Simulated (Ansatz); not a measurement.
We consider bcc Mo, described by HSE06 in Ansatz (plane waves, PAW).

Run with plane-wave cutoff 500 eV, 12×12×12 k mesh, Fermi–Dirac smearing 0.1 eV, no spin polarisation, scalar-relativistic PAW data made under PBE.

Computed at the level's own relaxed cell.

**Question.** Estimate the volume per atom and lattice constant a that the calculation returns.

**Answer.** 
* **volume per atom**: 15.38 Å³/atom
* **lattice constant a**: 3.133 Å

Measured, for comparison: equilibrium volume per atom 15.49 Å³/atom, lattice constant a 3.141 Å (static lattice: zero-point anharmonic expansion removed; as tabulated in Mejia-Rodriguez and Trickey (2018), arXiv:1807.09216). Computed (rounded) less measured: equilibrium volume per atom -0.7 %, lattice constant a -0.3 %.

Note: exact exchange on metals is sensitive to the k mesh and can open a false gap; the run warned that the count of filled bands differs between k points.

Computed values are for the static lattice.

Ansatz is a program for electronic structure.
